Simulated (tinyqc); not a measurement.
UKS/BLYP in the sto-3g basis, for BH, spin multiplicity 3, step by step (part 2 of 2). Computed by tinyqc, a small Python program that keeps every step (integrals from PySCF). Command: `OMP_NUM_THREADS=1 python tinyqc.py 29080 29081 out.jsonl` (the two numbers bound the seeds that draw the settings). One thread of a shared host (Intel(R) Xeon(R) Processor @ 2.60GHz), about 2 s of CPU time with the checks.

Geometry (angstrom):
```
atom         x         y         z
B     0.000000  0.000000  0.000000
H     0.000000  0.000000  1.590000
```

## Iteration 2: diagonalisation and new density

F(alpha) (hartree), order 1B 1s, 1B 2s, 1B 2px, 1B 2py, 1B 2pz, 2H 1s:
$$\begin{pmatrix}
-6.538934 & -1.958506 & 0.000000 & 0.000000 & 0.002929 & -0.202530 \\
-1.958506 & -0.932533 & 0.000000 & 0.000000 & 0.043689 & -0.201395 \\
0.000000 & 0.000000 & -0.128700 & -0.000501 & 0.000000 & 0.000000 \\
0.000000 & 0.000000 & -0.000501 & -0.160843 & 0.000000 & 0.000000 \\
0.002929 & 0.043689 & 0.000000 & 0.000000 & -0.123187 & -0.123771 \\
-0.202530 & -0.201395 & 0.000000 & 0.000000 & -0.123771 & 0.086142
\end{pmatrix}$$

F(beta) (hartree), order 1B 1s, 1B 2s, 1B 2px, 1B 2py, 1B 2pz, 2H 1s:
$$\begin{pmatrix}
-6.506699 & -1.945355 & 0.000000 & 0.000000 & -0.000907 & -0.201498 \\
-1.945355 & -0.804077 & 0.000000 & 0.000000 & -0.012491 & -0.191409 \\
0.000000 & 0.000000 & -0.034371 & 0.000904 & 0.000000 & 0.000000 \\
0.000000 & 0.000000 & 0.000904 & 0.024232 & 0.000000 & 0.000000 \\
-0.000907 & -0.012491 & 0.000000 & 0.000000 & -0.022428 & -0.122961 \\
-0.201498 & -0.191409 & 0.000000 & 0.000000 & -0.122961 & 0.091268
\end{pmatrix}$$

X, order 1B 1s, 1B 2s, 1B 2px, 1B 2py, 1B 2pz, 2H 1s:
$$\begin{pmatrix}
0.375174 & 0.738912 & 0.000000 & 0.000000 & 0.568037 & 0.269659 \\
-0.758098 & -0.510083 & 0.000000 & 0.000000 & 0.401947 & 0.448622 \\
0.000000 & 0.000000 & 0.039962 & 0.999201 & 0.000000 & 0.000000 \\
0.000000 & 0.000000 & 0.999201 & -0.039962 & 0.000000 & 0.000000 \\
-0.636113 & 0.574070 & 0.000000 & 0.000000 & -0.536177 & 0.352712 \\
0.894699 & -0.333900 & 0.000000 & 0.000000 & -0.278827 & 0.517822
\end{pmatrix}$$

Diagonalise F' = X^T F X, C = X C', fill 4 alpha and 2 beta electrons from the bottom; D(s) = C_occ C_occ^T. Each column has its largest component positive (the first on a tie).

F' = X^T F X (alpha) (hartree):
$$\begin{pmatrix}
-0.004293 & -0.845224 & 0.000000 & 0.000000 & -0.779212 & -0.318641 \\
-0.845224 & -2.311790 & 0.000000 & 0.000000 & -2.423661 & -1.502694 \\
0.000000 & 0.000000 & -0.160832 & 0.000784 & 0.000000 & 0.000000 \\
0.000000 & 0.000000 & 0.000784 & -0.128711 & 0.000000 & 0.000000 \\
-0.779212 & -2.423661 & 0.000000 & 0.000000 & -3.131931 & -1.888965 \\
-0.318641 & -1.502694 & 0.000000 & 0.000000 & -1.888965 & -1.310215
\end{pmatrix}$$

orbital energies (alpha) (hartree): MO1 -6.545959, MO2 -0.382588, MO3 -0.160851, MO4 -0.145744, MO5 -0.128692, MO6 0.316061

coefficients C (alpha), order 1B 1s, 1B 2s, 1B 2px, 1B 2py, 1B 2pz, 2H 1s:
$$\begin{pmatrix}
0.989810 & -0.304785 & 0.000000 & -0.020737 & 0.000000 & 0.095287 \\
0.036359 & 1.003905 & 0.000000 & 0.040849 & 0.000000 & -0.432326 \\
0.000000 & 0.000000 & 0.015570 & 0.000000 & 0.999879 & 0.000000 \\
0.000000 & 0.000000 & 0.999879 & 0.000000 & -0.015570 & 0.000000 \\
0.001335 & -0.167385 & 0.000000 & 0.861722 & 0.000000 & -0.612783 \\
-0.006199 & 0.068519 & 0.000000 & 0.285569 & 0.000000 & 1.082394
\end{pmatrix}$$

F' = X^T F X (beta) (hartree):
$$\begin{pmatrix}
0.045333 & -0.828514 & 0.000000 & 0.000000 & -0.782518 & -0.348044 \\
-0.828514 & -2.204676 & 0.000000 & 0.000000 & -2.495281 & -1.513240 \\
0.000000 & 0.000000 & 0.024211 & -0.001439 & 0.000000 & 0.000000 \\
0.000000 & 0.000000 & -0.001439 & -0.034350 & 0.000000 & 0.000000 \\
-0.782518 & -2.495281 & 0.000000 & 0.000000 & -3.041177 & -1.869797 \\
-0.348044 & -1.513240 & 0.000000 & 0.000000 & -1.869797 & -1.278211
\end{pmatrix}$$

orbital energies (beta) (hartree): MO1 -6.513308, MO2 -0.252020, MO3 -0.059436, MO4 -0.034385, MO5 0.024246, MO6 0.346033

coefficients C (beta), order 1B 1s, 1B 2s, 1B 2px, 1B 2py, 1B 2pz, 2H 1s:
$$\begin{pmatrix}
0.990214 & -0.294399 & 0.075385 & 0.000000 & 0.000000 & 0.096179 \\
0.035013 & 0.962977 & -0.286661 & 0.000000 & 0.000000 & -0.432431 \\
0.000000 & 0.000000 & 0.000000 & 0.999881 & 0.015420 & 0.000000 \\
0.000000 & 0.000000 & 0.000000 & -0.015420 & 0.999881 & 0.000000 \\
0.002199 & 0.078881 & 0.825559 & 0.000000 & 0.000000 & -0.676988 \\
-0.006169 & 0.171246 & 0.331668 & 0.000000 & 0.000000 & 1.057588
\end{pmatrix}$$

D(alpha) after iteration 2, order 1B 1s, 1B 2s, 1B 2px, 1B 2py, 1B 2pz, 2H 1s:
$$\begin{pmatrix}
1.073048 & -0.270834 & 0.000000 & 0.000000 & 0.034468 & -0.032942 \\
-0.270834 & 1.010816 & 0.000000 & 0.000000 & -0.132790 & 0.080226 \\
0.000000 & 0.000000 & 0.000242 & 0.015568 & 0.000000 & 0.000000 \\
0.000000 & 0.000000 & 0.015568 & 0.999758 & 0.000000 & 0.000000 \\
0.034468 & -0.132790 & 0.000000 & 0.000000 & 0.770584 & 0.234604 \\
-0.032942 & 0.080226 & 0.000000 & 0.000000 & 0.234604 & 0.086283
\end{pmatrix}$$

D(beta) after iteration 2, order 1B 1s, 1B 2s, 1B 2px, 1B 2py, 1B 2pz, 2H 1s:
$$\begin{pmatrix}
1.067195 & -0.248829 & 0.000000 & 0.000000 & -0.021045 & -0.056524 \\
-0.248829 & 0.928550 & 0.000000 & 0.000000 & 0.076037 & 0.164690 \\
0.000000 & 0.000000 & 0.000000 & 0.000000 & 0.000000 & 0.000000 \\
0.000000 & 0.000000 & 0.000000 & 0.000000 & 0.000000 & 0.000000 \\
-0.021045 & 0.076037 & 0.000000 & 0.000000 & 0.006227 & 0.013494 \\
-0.056524 & 0.164690 & 0.000000 & 0.000000 & 0.013494 & 0.029363
\end{pmatrix}$$

## Convergence

Stop when the energy changes by less than 1e-08 hartree and every element of the error matrix X^T (F D S - S D F) X (for each spin) is below 3e-05.

Course of the cycle:
```
iteration   E (hartree)     change  largest element of the error matrix
1          -24.24937475          -                             2.24e-01
2          -24.61111876  -3.62e-01                             2.11e-01
3          -24.57411056   3.70e-02                             2.25e-01
4          -24.60758692  -3.35e-02                             1.99e-01
5          -24.53896012   6.86e-02                             2.25e-01
6          -24.57197321  -3.30e-02                             1.99e-01
7          -24.49453867   7.74e-02                             2.29e-01
8          -24.53567345  -4.11e-02                             2.00e-01
9          -24.17864776   3.57e-01                             1.69e-01
10         -24.44209153  -2.63e-01                             2.09e-01
11         -24.10829894   3.34e-01                             1.67e-01
12         -24.41054831  -3.02e-01                             2.07e-01
13         -24.08538527   3.25e-01                             1.69e-01
14         -24.40187490  -3.16e-01                             2.06e-01
...                 ...        ...                                  ...
44         -24.39935628  -3.21e-01                             2.06e-01
45         -24.07809559   3.21e-01                             1.71e-01
46         -24.39940116  -3.21e-01                             2.06e-01
47         -24.07827260   3.21e-01                             1.71e-01
48         -24.39937083  -3.21e-01                             2.06e-01
49         -24.07810854   3.21e-01                             1.71e-01
50         -24.39934665  -3.21e-01                             2.06e-01
51         -24.07803688   3.21e-01                             1.71e-01
52         -24.39935092  -3.21e-01                             2.06e-01
53         -24.07809277   3.21e-01                             1.71e-01
54         -24.39934605  -3.21e-01                             2.06e-01
55         -24.07805224   3.21e-01                             1.71e-01
56         -24.39934187  -3.21e-01                             2.06e-01
57         -24.07804041   3.21e-01                             1.71e-01
```

PySCF UKS in the same basis, fine grid, after a stability check = -24.81963575 hartree

Not converged within the cap of 57 iterations: the residual has stopped falling: the iteration swings between two states. Reruns (cap 100 unless said): DIIS 8: converged in 9; damping 0.5: converged in 27; level shift 0.5: converged in 27; atomic densities as start, DIIS 8: converged in 12; the original settings with a cap of 400: not converged.
